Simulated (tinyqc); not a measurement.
UHF in the sto-3g basis, for CH3-, spin multiplicity 1, step by step (part 1 of 3). The basis has no diffuse functions, so it cannot describe the extra electron: this is an exercise in the method, not the real anion. Computed by tinyqc, a small Python program that keeps every step (integrals from PySCF). Settings: charge = -1, multiplicity = 1, basis = sto-3g, energy threshold = 1e-10, iteration cap = 83, orthogonalisation = symmetric, start = core, DIIS depth = 8, method = UHF, break = 0.2. Command: `OMP_NUM_THREADS=1 python tinyqc.py 30307 30308 out.jsonl` (the two numbers bound the seeds that draw the settings). One thread of a shared host (Intel(R) Xeon(R) Processor @ 2.60GHz), about 0.2 s of CPU time with the checks. Later iterations appear only in the table of the cycle.

## One-electron integrals

Geometry (angstrom):
```
atom,x,y,z
C,0.000000,0.000000,0.019000
H,1.257000,0.000000,0.000000
H,-0.628000,1.088000,0.000000
H,-0.628000,-1.088000,0.000000
```

Basis sto-3g: exponents (1/bohr^2) and contraction coefficients of normalised primitives:
```
element,l (shell),exponent,coefficient
C,s (1),71.616837,0.154329
C,s (1),13.045096,0.535328
C,s (1),3.530512,0.444635
C,s (2),2.941249,-0.099967
C,s (2),0.683483,0.399513
C,s (2),0.222290,0.700115
C,p (3),2.941249,0.155916
C,p (3),0.683483,0.607684
C,p (3),0.222290,0.391957
H,s (1),3.425251,0.154329
H,s (1),0.623914,0.535328
H,s (1),0.168855,0.444635
```

Overlap, kinetic and nuclear-attraction integrals over the contracted functions; the nuclear repulsion is the sum of Za Zb / Rab.

nuclear repulsion = 8.30938567 hartree

overlap S:
```
,1C 1s,1C 2s,1C 2px,1C 2py,1C 2pz,2H 1s,3H 1s,4H 1s
1C 1s,1.000000,0.248362,0.000000,0.000000,0.000000,0.042263,0.042338,0.042338
1C 2s,0.248362,1.000000,0.000000,0.000000,0.000000,0.399219,0.399615,0.399615
1C 2px,0.000000,0.000000,1.000000,0.000000,0.000000,0.405446,-0.202832,-0.202832
1C 2py,0.000000,0.000000,0.000000,1.000000,0.000000,0.000000,0.351404,-0.351404
1C 2pz,0.000000,0.000000,0.000000,0.000000,1.000000,-0.006128,-0.006137,-0.006137
2H 1s,0.042263,0.399219,0.405446,0.000000,-0.006128,1.000000,0.088612,0.088612
3H 1s,0.042338,0.399615,-0.202832,0.351404,-0.006137,0.088612,1.000000,0.088682
4H 1s,0.042338,0.399615,-0.202832,-0.351404,-0.006137,0.088612,0.088682,1.000000
```

kinetic energy T (hartree):
```
,1C 1s,1C 2s,1C 2px,1C 2py,1C 2pz,2H 1s,3H 1s,4H 1s
1C 1s,15.891122,-0.085890,0.000000,0.000000,0.000000,-0.011883,-0.011891,-0.011891
1C 2s,-0.085890,0.472250,0.000000,0.000000,0.000000,0.060351,0.060529,0.060529
1C 2px,0.000000,0.000000,1.477728,0.000000,0.000000,0.169768,-0.085049,-0.085049
1C 2py,0.000000,0.000000,0.000000,1.477728,0.000000,0.000000,0.147345,-0.147345
1C 2pz,0.000000,0.000000,0.000000,0.000000,1.477728,-0.002566,-0.002573,-0.002573
2H 1s,-0.011883,0.060351,0.169768,0.000000,-0.002566,0.760032,-0.011363,-0.011363
3H 1s,-0.011891,0.060529,-0.085049,0.147345,-0.002573,-0.011363,0.760032,-0.011361
4H 1s,-0.011891,0.060529,-0.085049,-0.147345,-0.002573,-0.011363,-0.011361,0.760032
```

nuclear attraction V (hartree):
```
,1C 1s,1C 2s,1C 2px,1C 2py,1C 2pz,2H 1s,3H 1s,4H 1s
1C 1s,-34.916062,-4.505990,0.000013,0.000000,0.000578,-0.776999,-0.778373,-0.778373
1C 2s,-4.505990,-6.436716,0.000113,0.000000,0.006294,-2.085732,-2.088285,-2.088285
1C 2px,0.000013,0.000113,-6.441559,0.000000,-0.000003,-1.948478,0.975057,0.975057
1C 2py,0.000000,0.000000,0.000000,-6.441724,0.000000,0.000000,-1.689252,1.689252
1C 2pz,0.000578,0.006294,-0.000003,0.000000,-6.299554,0.030648,0.030698,0.030698
2H 1s,-0.776999,-2.085732,-1.948478,0.000000,0.030648,-4.210424,-0.419028,-0.419028
3H 1s,-0.778373,-2.088285,0.975057,-1.689252,0.030698,-0.419028,-4.211908,-0.419444
4H 1s,-0.778373,-2.088285,0.975057,1.689252,0.030698,-0.419028,-0.419444,-4.211908
```

core Hamiltonian H = T + V (hartree):
```
,1C 1s,1C 2s,1C 2px,1C 2py,1C 2pz,2H 1s,3H 1s,4H 1s
1C 1s,-19.024940,-4.591880,0.000013,0.000000,0.000578,-0.788882,-0.790264,-0.790264
1C 2s,-4.591880,-5.964466,0.000113,0.000000,0.006294,-2.025381,-2.027756,-2.027756
1C 2px,0.000013,0.000113,-4.963831,0.000000,-0.000003,-1.778710,0.890008,0.890008
1C 2py,0.000000,0.000000,0.000000,-4.963996,0.000000,0.000000,-1.541906,1.541906
1C 2pz,0.000578,0.006294,-0.000003,0.000000,-4.821826,0.028082,0.028124,0.028124
2H 1s,-0.788882,-2.025381,-1.778710,0.000000,0.028082,-3.450393,-0.430391,-0.430391
3H 1s,-0.790264,-2.027756,0.890008,-1.541906,0.028124,-0.430391,-3.451877,-0.430805
4H 1s,-0.790264,-2.027756,0.890008,1.541906,0.028124,-0.430391,-0.430805,-3.451877
```

## Two-electron integrals

Functions are numbered as in S; the eight-fold symmetry (ij|kl) = (ji|kl) = (kl|ij) leaves the list below.

Two-electron integrals (ij|kl) in chemists' order, unique and non-zero (hartree):
```
i,j,k,l,(ij|kl)
1,1,1,1,3.541948
2,1,1,1,0.576921
2,1,2,1,0.111888
2,2,1,1,0.854682
2,2,2,1,0.205284
2,2,2,2,0.624709
3,1,3,1,0.020296
3,2,3,1,0.030858
3,2,3,2,0.137996
3,3,1,1,0.852436
3,3,2,1,0.205335
3,3,2,2,0.624568
3,3,3,3,0.672833
4,1,4,1,0.020296
4,2,4,1,0.030858
4,2,4,2,0.137996
4,3,4,3,0.036269
4,4,1,1,0.852436
4,4,2,1,0.205335
4,4,2,2,0.624568
4,4,3,3,0.600295
4,4,4,4,0.672833
5,1,5,1,0.020296
5,2,5,1,0.030858
5,2,5,2,0.137996
5,3,5,3,0.036269
5,4,5,4,0.036269
5,5,1,1,0.852436
5,5,2,1,0.205335
5,5,2,2,0.624568
5,5,3,3,0.600295
5,5,4,4,0.600295
5,5,5,5,0.672833
6,1,1,1,0.098570
6,1,2,1,0.019014
6,1,2,2,0.034866
6,1,3,1,0.001140
6,1,3,2,0.002139
6,1,3,3,0.035113
6,1,4,4,0.034749
6,1,5,1,-0.000017
6,1,5,2,-0.000032
6,1,5,3,-0.000006
6,1,5,5,0.034749
6,1,6,1,0.003301
6,2,1,1,0.254471
6,2,2,1,0.062026
6,2,2,2,0.209983
6,2,3,1,0.005887
6,2,3,2,0.041954
6,2,3,3,0.220168
6,2,4,4,0.204787
6,2,5,1,-0.000089
6,2,5,2,-0.000634
6,2,5,3,-0.000232
6,2,5,5,0.204790
6,2,6,1,0.011007
6,2,6,2,0.095483
6,3,1,1,0.224012
6,3,2,1,0.055278
6,3,2,2,0.198426
6,3,3,1,0.010603
6,3,3,2,0.069210
6,3,3,3,0.218012
6,3,4,4,0.188520
6,3,5,1,-0.000068
6,3,5,2,-0.000551
6,3,5,3,-0.000324
6,3,5,5,0.188524
6,3,6,1,0.010231
6,3,6,2,0.107035
6,3,6,3,0.129009
6,4,4,1,0.006072
6,4,4,2,0.032739
6,4,4,3,0.008025
6,4,5,4,-0.000121
6,4,6,4,0.011206
6,5,1,1,-0.003386
6,5,2,1,-0.000836
6,5,2,2,-0.002999
6,5,3,1,-0.000068
6,5,3,2,-0.000551
6,5,3,3,-0.003053
6,5,4,4,-0.002850
6,5,5,1,0.006073
6,5,5,2,0.032747
6,5,5,3,0.008028
6,5,5,5,-0.003092
6,5,6,1,-0.000155
6,5,6,2,-0.001618
6,5,6,3,-0.001781
6,5,6,5,0.011233
6,6,1,1,0.415937
6,6,2,1,0.103080
6,6,2,2,0.398158
6,6,3,1,0.011684
6,6,3,2,0.113693
6,6,3,3,0.438943
6,6,4,4,0.377492
6,6,5,1,-0.000177
6,6,5,2,-0.001719
6,6,5,3,-0.000929
6,6,5,5,0.377506
6,6,6,1,0.018507
6,6,6,2,0.234967
6,6,6,3,0.290071
6,6,6,5,-0.004385
6,6,6,6,0.774606
7,1,1,1,0.098744
7,1,2,1,0.019047
7,1,2,2,0.034927
7,1,3,1,-0.000571
7,1,3,2,-0.001071
7,1,3,3,0.034901
7,1,4,1,0.000989
7,1,4,2,0.001856
7,1,4,3,-0.000158
7,1,4,4,0.035083
7,1,5,1,-0.000017
7,1,5,2,-0.000032
7,1,5,3,2.76e-06
7,1,5,4,-4.78e-06
7,1,5,5,0.034810
7,1,6,1,0.003204
7,1,6,2,0.010342
7,1,6,3,0.009026
7,1,6,4,0.000351
7,1,6,5,-0.000146
7,1,6,6,0.017118
7,1,7,1,0.003313
7,2,1,1,0.254791
7,2,2,1,0.062104
7,2,2,2,0.210229
7,2,3,1,-0.002947
7,2,3,2,-0.020995
7,2,3,3,0.208876
7,2,4,1,0.005105
7,2,4,2,0.036374
7,2,4,3,-0.006666
7,2,4,4,0.216577
7,2,5,1,-0.000089
7,2,5,2,-0.000635
7,2,5,3,0.000116
7,2,5,4,-0.000202
7,2,5,5,0.205031
7,2,6,1,0.010336
7,2,6,2,0.065991
7,2,6,3,0.058427
7,2,6,4,0.007807
7,2,6,5,-0.001088
7,2,6,6,0.124397
7,2,7,1,0.011041
7,2,7,2,0.095685
7,3,1,1,-0.112101
7,3,2,1,-0.027662
7,3,2,2,-0.099289
7,3,3,1,0.007215
7,3,3,2,0.041906
7,3,3,3,-0.104046
7,3,4,1,-0.001964
7,3,4,2,-0.015805
7,3,4,3,0.009870
7,3,4,4,-0.099376
7,3,5,1,0.000034
7,3,5,2,0.000276
7,3,5,3,-0.000172
7,3,5,4,0.000088
7,3,5,5,-0.094333
7,3,6,1,-0.004205
7,3,6,2,-0.022437
7,3,6,3,-0.013604
7,3,6,4,-0.001920
7,3,6,5,0.000364
7,3,6,6,-0.036365
7,3,7,1,-0.005129
7,3,7,2,-0.053609
7,3,7,3,0.040723
7,4,1,1,0.194213
7,4,2,1,0.047924
7,4,2,2,0.172016
7,4,3,1,-0.001964
7,4,3,2,-0.015805
7,4,3,3,0.166340
7,4,4,1,0.009484
7,4,4,2,0.060165
7,4,4,3,-0.009061
7,4,4,4,0.186085
7,4,5,1,-0.000059
7,4,5,2,-0.000478
7,4,5,3,0.000088
7,4,5,4,-0.000274
7,4,5,5,0.163431
7,4,6,1,0.007987
7,4,6,2,0.054493
7,4,6,3,0.048098
7,4,6,4,0.013047
7,4,6,5,-0.000881
7,4,6,6,0.103654
7,4,7,1,0.008886
7,4,7,2,0.092877
7,4,7,3,-0.051090
7,4,7,4,0.099746
7,5,1,1,-0.003392
7,5,2,1,-0.000837
7,5,2,2,-0.003004
7,5,3,1,0.000034
7,5,3,2,0.000276
7,5,3,3,-0.002905
7,5,4,1,-0.000059
7,5,4,2,-0.000478
7,5,4,3,0.000088
7,5,4,4,-0.003007
7,5,5,1,0.006082
7,5,5,2,0.032792
7,5,5,3,-0.004018
7,5,5,4,0.006961
7,5,5,5,-0.003097
7,5,6,1,-0.000146
7,5,6,2,-0.001088
7,5,6,3,-0.000946
7,5,6,4,-0.000125
7,5,6,5,0.007186
7,5,6,6,-0.002165
7,5,7,1,-0.000155
7,5,7,2,-0.001622
7,5,7,3,0.000892
7,5,7,4,-0.001546
7,5,7,5,0.011261
7,6,1,1,0.050217
7,6,2,1,0.012285
7,6,2,2,0.043128
7,6,3,1,0.000487
7,6,3,2,0.003715
7,6,3,3,0.043502
7,6,4,1,0.000842
7,6,4,2,0.006429
7,6,4,3,0.000304
7,6,4,4,0.043852
7,6,5,1,-0.000029
7,6,5,2,-0.000225
7,6,5,3,-0.000031
7,6,5,4,-0.000053
7,6,5,5,0.041986
7,6,6,1,0.002126
7,6,6,2,0.017341
7,6,6,3,0.018082
7,6,6,4,0.001911
7,6,6,5,-0.000323
7,6,6,6,0.039651
7,6,7,1,0.002130
7,6,7,2,0.017358
7,6,7,3,-0.007388
7,6,7,4,0.016627
7,6,7,5,-0.000324
7,6,7,6,0.003942
7,7,1,1,0.416175
7,7,2,1,0.103138
7,7,2,2,0.398344
7,7,3,1,-0.005847
7,7,3,2,-0.056873
7,7,3,3,0.393032
7,7,4,1,0.010130
7,7,4,2,0.098531
7,7,4,3,-0.026624
7,7,4,4,0.423790
7,7,5,1,-0.000177
7,7,5,2,-0.001721
7,7,5,3,0.000465
7,7,5,4,-0.000806
7,7,5,5,0.377678
7,7,6,1,0.017098
7,7,6,2,0.124305
7,7,6,3,0.107899
7,7,6,4,0.020307
7,7,6,5,-0.002163
7,7,6,6,0.242716
7,7,7,1,0.018551
7,7,7,2,0.235252
7,7,7,3,-0.145156
7,7,7,4,0.251481
7,7,7,5,-0.004392
7,7,7,6,0.039651
7,7,7,7,0.774606
8,1,1,1,0.098744
8,1,2,1,0.019047
8,1,2,2,0.034927
8,1,3,1,-0.000571
8,1,3,2,-0.001071
8,1,3,3,0.034901
8,1,4,1,-0.000989
8,1,4,2,-0.001856
8,1,4,3,0.000158
8,1,4,4,0.035083
8,1,5,1,-0.000017
8,1,5,2,-0.000032
8,1,5,3,2.76e-06
8,1,5,4,4.78e-06
8,1,5,5,0.034810
8,1,6,1,0.003204
8,1,6,2,0.010342
8,1,6,3,0.009026
8,1,6,4,-0.000351
8,1,6,5,-0.000146
8,1,6,6,0.017118
8,1,7,1,0.003209
8,1,7,2,0.010354
8,1,7,3,-0.004821
8,1,7,4,0.007650
8,1,7,5,-0.000146
8,1,7,6,0.002022
8,1,7,7,0.017127
8,1,8,1,0.003313
8,2,1,1,0.254791
8,2,2,1,0.062104
8,2,2,2,0.210229
8,2,3,1,-0.002947
8,2,3,2,-0.020995
8,2,3,3,0.208876
8,2,4,1,-0.005105
8,2,4,2,-0.036374
8,2,4,3,0.006666
8,2,4,4,0.216577
8,2,5,1,-0.000089
8,2,5,2,-0.000635
8,2,5,3,0.000116
8,2,5,4,0.000202
8,2,5,5,0.205031
8,2,6,1,0.010336
8,2,6,2,0.065991
8,2,6,3,0.058427
8,2,6,4,-0.007807
8,2,6,5,-0.001088
8,2,6,6,0.124397
8,2,7,1,0.010354
8,2,7,2,0.066064
8,2,7,3,-0.036000
8,2,7,4,0.046736
8,2,7,5,-0.001089
8,2,7,6,0.012865
8,2,7,7,0.124437
8,2,8,1,0.011041
8,2,8,2,0.095685
8,3,1,1,-0.112101
8,3,2,1,-0.027662
8,3,2,2,-0.099289
8,3,3,1,0.007215
8,3,3,2,0.041906
8,3,3,3,-0.104046
8,3,4,1,0.001964
8,3,4,2,0.015805
8,3,4,3,-0.009870
8,3,4,4,-0.099376
8,3,5,1,0.000034
8,3,5,2,0.000276
8,3,5,3,-0.000172
8,3,5,4,-0.000088
8,3,5,5,-0.094333
8,3,6,1,-0.004205
8,3,6,2,-0.022437
8,3,6,3,-0.013604
8,3,6,4,0.001920
8,3,6,5,0.000364
8,3,6,6,-0.036365
8,3,7,1,-0.004821
8,3,7,2,-0.036000
8,3,7,3,0.026395
8,3,7,4,-0.025026
8,3,7,5,0.000581
8,3,7,6,-0.005458
8,3,7,7,-0.071582
8,3,8,1,-0.005129
8,3,8,2,-0.053609
8,3,8,3,0.040723
8,4,1,1,-0.194213
8,4,2,1,-0.047924
8,4,2,2,-0.172016
8,4,3,1,0.001964
8,4,3,2,0.015805
8,4,3,3,-0.166340
8,4,4,1,0.009484
8,4,4,2,0.060165
8,4,4,3,-0.009061
8,4,4,4,-0.186085
8,4,5,1,0.000059
8,4,5,2,0.000478
8,4,5,3,-0.000088
8,4,5,4,-0.000274
8,4,5,5,-0.163431
8,4,6,1,-0.007987
8,4,6,2,-0.054493
8,4,6,3,-0.048098
8,4,6,4,0.013047
8,4,6,5,0.000881
8,4,6,6,-0.103654
8,4,7,1,-0.007650
8,4,7,2,-0.046736
8,4,7,3,0.025026
8,4,7,4,-0.026962
8,4,7,5,0.000757
8,4,7,6,-0.009458
8,4,7,7,-0.083354
8,4,8,1,-0.008886
8,4,8,2,-0.092877
8,4,8,3,0.051090
8,4,8,4,0.099746
8,5,1,1,-0.003392
8,5,2,1,-0.000837
8,5,2,2,-0.003004
8,5,3,1,0.000034
8,5,3,2,0.000276
8,5,3,3,-0.002905
8,5,4,1,0.000059
8,5,4,2,0.000478
8,5,4,3,-0.000088
8,5,4,4,-0.003007
8,5,5,1,0.006082
8,5,5,2,0.032792
8,5,5,3,-0.004018
8,5,5,4,-0.006961
8,5,5,5,-0.003097
8,5,6,1,-0.000146
8,5,6,2,-0.001088
8,5,6,3,-0.000946
8,5,6,4,0.000125
8,5,6,5,0.007186
8,5,6,6,-0.002165
8,5,7,1,-0.000146
8,5,7,2,-0.001089
8,5,7,3,0.000581
8,5,7,4,-0.000757
8,5,7,5,0.007196
8,5,7,6,-0.000233
8,5,7,7,-0.002166
8,5,8,1,-0.000155
8,5,8,2,-0.001622
8,5,8,3,0.000892
8,5,8,4,0.001546
8,5,8,5,0.011261
8,6,1,1,0.050217
8,6,2,1,0.012285
8,6,2,2,0.043128
8,6,3,1,0.000487
8,6,3,2,0.003715
8,6,3,3,0.043502
8,6,4,1,-0.000842
8,6,4,2,-0.006429
8,6,4,3,-0.000304
8,6,4,4,0.043852
8,6,5,1,-0.000029
8,6,5,2,-0.000225
8,6,5,3,-0.000031
8,6,5,4,0.000053
8,6,5,5,0.041986
8,6,6,1,0.002126
8,6,6,2,0.017341
8,6,6,3,0.018082
8,6,6,4,-0.001911
8,6,6,5,-0.000323
8,6,6,6,0.039651
8,6,7,1,0.002022
8,6,7,2,0.012865
8,6,7,3,-0.005458
8,6,7,4,0.009458
8,6,7,5,-0.000233
8,6,7,6,0.003047
8,6,7,7,0.024032
8,6,8,1,0.002130
8,6,8,2,0.017358
8,6,8,3,-0.007388
8,6,8,4,-0.016627
8,6,8,5,-0.000324
8,6,8,6,0.003942
8,7,1,1,0.050269
8,7,2,1,0.012298
8,7,2,2,0.043169
8,7,3,1,-0.000974
8,7,3,2,-0.007430
8,7,3,3,0.044068
8,7,4,4,0.043369
8,7,5,1,-0.000029
8,7,5,2,-0.000225
8,7,5,3,0.000062
8,7,5,5,0.042026
8,7,6,1,0.002021
8,7,6,2,0.012863
8,7,6,3,0.010922
8,7,6,5,-0.000232
8,7,6,6,0.024047
8,7,7,1,0.002132
8,7,7,2,0.017374
8,7,7,3,-0.010712
8,7,7,4,0.014728
8,7,7,5,-0.000324
8,7,7,6,0.003050
8,7,7,7,0.039687
8,7,8,1,0.002132
8,7,8,2,0.017374
8,7,8,3,-0.010712
8,7,8,4,-0.014728
8,7,8,5,-0.000324
8,7,8,6,0.003050
8,7,8,7,0.003948
8,8,1,1,0.416175
8,8,2,1,0.103138
8,8,2,2,0.398344
8,8,3,1,-0.005847
8,8,3,2,-0.056873
8,8,3,3,0.393032
8,8,4,1,-0.010130
8,8,4,2,-0.098531
8,8,4,3,0.026624
8,8,4,4,0.423790
8,8,5,1,-0.000177
8,8,5,2,-0.001721
8,8,5,3,0.000465
8,8,5,4,0.000806
8,8,5,5,0.377678
8,8,6,1,0.017098
8,8,6,2,0.124305
8,8,6,3,0.107899
8,8,6,4,-0.020307
8,8,6,5,-0.002163
8,8,6,6,0.242716
8,8,7,1,0.017127
8,8,7,2,0.124437
8,8,7,3,-0.071582
8,8,7,4,0.083354
8,8,7,5,-0.002166
8,8,7,6,0.024032
8,8,7,7,0.242767
8,8,8,1,0.018551
8,8,8,2,0.235252
8,8,8,3,-0.145156
8,8,8,4,-0.251481
8,8,8,5,-0.004392
8,8,8,6,0.039651
8,8,8,7,0.039687
8,8,8,8,0.774606
```

## Orthogonalisation

S = U s U^T; symmetric (Loewdin) form X = U s^(-1/2) U^T, so that X^T S X = 1.

eigenvalues of S: 0.359588  0.456725  0.457077  0.973146  1.000480  1.454334  1.454593  1.844057

X:
```
,1C 1s,1C 2s,1C 2px,1C 2py,1C 2pz,2H 1s,3H 1s,4H 1s
1C 1s,1.027600,-0.155723,0.000013,0.000000,0.000395,0.022815,0.022832,0.022832
1C 2s,-0.155723,1.265834,-0.000171,0.000000,-0.003616,-0.250360,-0.250743,-0.250743
1C 2px,0.000013,-0.000171,1.125305,0.000000,0.000003,-0.264190,0.132223,0.132223
1C 2py,0.000000,0.000000,0.000000,1.125512,0.000000,0.000000,-0.229096,0.229096
1C 2pz,0.000395,-0.003616,0.000003,0.000000,1.000054,0.003761,0.003769,0.003769
2H 1s,0.022815,-0.250360,-0.264190,0.000000,0.003761,1.163204,-0.019720,-0.019720
3H 1s,0.022832,-0.250743,0.132223,-0.229096,0.003769,-0.019720,1.163578,-0.019750
4H 1s,0.022832,-0.250743,0.132223,0.229096,0.003769,-0.019720,-0.019750,1.163578
```

## Starting guess

The start is the orbitals of the core Hamiltonian, with HOMO and LUMO mixed by +/-0.2 rad for the two spins; D(s) = C_occ C_occ^T for each spin.

D(alpha) at the start:
```
,1C 1s,1C 2s,1C 2px,1C 2py,1C 2pz,2H 1s,3H 1s,4H 1s
1C 1s,1.076052,-0.323672,0.000031,0.000366,0.001154,0.036297,0.035585,0.037081
1C 2s,-0.323672,1.367049,-0.000203,-0.001525,-0.006112,-0.143894,-0.140934,-0.147163
1C 2px,0.000031,-0.000203,1.197070,0.000000,0.000005,-0.199214,0.099683,0.099684
1C 2py,0.000366,-0.001525,0.000000,1.204243,-0.081296,-0.000043,-0.186815,0.186730
1C 2pz,0.001154,-0.006112,0.000005,-0.081296,0.960635,0.003042,0.169116,-0.163024
2H 1s,0.036297,-0.143894,-0.199214,-0.000043,0.003042,0.048317,-0.001327,-0.001501
3H 1s,0.035585,-0.140934,0.099683,-0.186815,0.169116,-0.001327,0.077296,-0.030148
4H 1s,0.037081,-0.147163,0.099684,0.186730,-0.163024,-0.001501,-0.030148,0.076947
```

D(beta) at the start:
```
,1C 1s,1C 2s,1C 2px,1C 2py,1C 2pz,2H 1s,3H 1s,4H 1s
1C 1s,1.076052,-0.323672,0.000031,-0.000366,0.001154,0.036297,0.037081,0.035585
1C 2s,-0.323672,1.367049,-0.000203,0.001525,-0.006112,-0.143894,-0.147163,-0.140934
1C 2px,0.000031,-0.000203,1.197070,0.000000,0.000005,-0.199214,0.099684,0.099683
1C 2py,-0.000366,0.001525,0.000000,1.204243,0.081296,0.000043,-0.186730,0.186815
1C 2pz,0.001154,-0.006112,0.000005,0.081296,0.960635,0.003042,-0.163024,0.169116
2H 1s,0.036297,-0.143894,-0.199214,0.000043,0.003042,0.048317,-0.001501,-0.001327
3H 1s,0.037081,-0.147163,0.099684,-0.186730,-0.163024,-0.001501,0.076947,-0.030148
4H 1s,0.035585,-0.140934,0.099683,0.186815,0.169116,-0.001327,-0.030148,0.077296
```

## Iteration 1: building the Fock matrix

J_ij = sum D_kl (ij|kl) with D = D(alpha) + D(beta), K_ij = sum D_kl (ik|jl) for each spin; F = H + J - K(s); E = tr D H + tr D J / 2 - 0.5 sum_s tr D(s) K(s) + E_nn.

Coulomb J (hartree):
```
,1C 1s,1C 2s,1C 2px,1C 2py,1C 2pz,2H 1s,3H 1s,4H 1s
1C 1s,14.150840,2.842090,-0.000339,0.000000,-0.000189,0.483874,0.484768,0.484768
1C 2s,2.842090,6.794457,-0.003883,0.000000,-0.000244,2.203488,2.210396,2.210396
1C 2px,-0.000339,-0.003883,6.786627,0.000000,0.000036,2.040612,-1.025229,-1.025229
1C 2py,0.000000,0.000000,0.000000,6.788998,0.000000,0.000000,1.774785,-1.774785
1C 2pz,-0.000189,-0.000244,0.000036,0.000000,6.790703,-0.030892,-0.031030,-0.031030
2H 1s,0.483874,2.203488,2.040612,0.000000,-0.030892,3.995921,0.448253,0.448253
3H 1s,0.484768,2.210396,-1.025229,1.774785,-0.031030,0.448253,4.020050,0.449286
4H 1s,0.484768,2.210396,-1.025229,-1.774785,-0.031030,0.448253,0.449286,4.020050
```

exchange K(alpha) (hartree):
```
,1C 1s,1C 2s,1C 2px,1C 2py,1C 2pz,2H 1s,3H 1s,4H 1s
1C 1s,3.663143,0.676800,0.000042,-0.000045,-0.000035,0.122468,0.122598,0.122622
1C 2s,0.676800,1.100159,-0.000372,-0.000074,-0.000514,0.309112,0.311602,0.310388
1C 2px,0.000042,-0.000372,0.907485,-0.000141,0.000013,0.215110,-0.109170,-0.109010
1C 2py,-0.000045,-0.000074,-0.000141,0.908396,0.004838,-0.000047,0.189527,-0.189343
1C 2pz,-0.000035,-0.000514,0.000013,0.004838,0.888704,-0.003268,0.039242,-0.045875
2H 1s,0.122468,0.309112,0.215110,-0.000047,-0.003268,0.157498,0.063425,0.063379
3H 1s,0.122598,0.311602,-0.109170,0.189527,0.039242,0.063425,0.172024,0.060260
4H 1s,0.122622,0.310388,-0.109010,-0.189343,-0.045875,0.063379,0.060260,0.171878
```

exchange K(beta) (hartree):
```
,1C 1s,1C 2s,1C 2px,1C 2py,1C 2pz,2H 1s,3H 1s,4H 1s
1C 1s,3.663143,0.676800,0.000042,0.000045,-0.000035,0.122468,0.122622,0.122598
1C 2s,0.676800,1.100159,-0.000372,0.000074,-0.000514,0.309112,0.310388,0.311602
1C 2px,0.000042,-0.000372,0.907485,0.000141,0.000013,0.215110,-0.109010,-0.109170
1C 2py,0.000045,0.000074,0.000141,0.908396,-0.004838,0.000047,0.189343,-0.189527
1C 2pz,-0.000035,-0.000514,0.000013,-0.004838,0.888704,-0.003268,-0.045875,0.039242
2H 1s,0.122468,0.309112,0.215110,0.000047,-0.003268,0.157498,0.063379,0.063425
3H 1s,0.122622,0.310388,-0.109010,0.189343,-0.045875,0.063379,0.171878,0.060260
4H 1s,0.122598,0.311602,-0.109170,-0.189527,0.039242,0.063425,0.060260,0.172024
```

F(alpha) (hartree):
```
,1C 1s,1C 2s,1C 2px,1C 2py,1C 2pz,2H 1s,3H 1s,4H 1s
1C 1s,-8.537243,-2.426590,-0.000368,0.000045,0.000424,-0.427476,-0.428094,-0.428118
1C 2s,-2.426590,-0.270167,-0.003397,0.000074,0.006565,-0.131005,-0.128961,-0.127748
1C 2px,-0.000368,-0.003397,0.915311,0.000141,0.000021,0.046791,-0.026050,-0.026211
1C 2py,0.000045,0.000074,0.000141,0.916607,-0.004838,0.000047,0.043351,-0.043535
1C 2pz,0.000424,0.006565,0.000021,-0.004838,1.080172,0.000458,-0.042148,0.042969
2H 1s,-0.427476,-0.131005,0.046791,0.000047,0.000458,0.388031,-0.045563,-0.045517
3H 1s,-0.428094,-0.128961,-0.026050,0.043351,-0.042148,-0.045563,0.396149,-0.041778
4H 1s,-0.428118,-0.127748,-0.026211,-0.043535,0.042969,-0.045517,-0.041778,0.396295
```

F(beta) (hartree):
```
,1C 1s,1C 2s,1C 2px,1C 2py,1C 2pz,2H 1s,3H 1s,4H 1s
1C 1s,-8.537243,-2.426590,-0.000368,-0.000045,0.000424,-0.427476,-0.428118,-0.428094
1C 2s,-2.426590,-0.270167,-0.003397,-0.000074,0.006565,-0.131005,-0.127748,-0.128961
1C 2px,-0.000368,-0.003397,0.915311,-0.000141,0.000021,0.046791,-0.026211,-0.026050
1C 2py,-0.000045,-0.000074,-0.000141,0.916607,0.004838,-0.000047,0.043535,-0.043351
1C 2pz,0.000424,0.006565,0.000021,0.004838,1.080172,0.000458,0.042969,-0.042148
2H 1s,-0.427476,-0.131005,0.046791,-0.000047,0.000458,0.388031,-0.045517,-0.045563
3H 1s,-0.428118,-0.127748,-0.026211,0.043535,0.042969,-0.045517,0.396295,-0.041778
4H 1s,-0.428094,-0.128961,-0.026050,-0.043351,-0.042148,-0.045563,-0.041778,0.396149
```

total energy of this density = -35.50707306 hartree
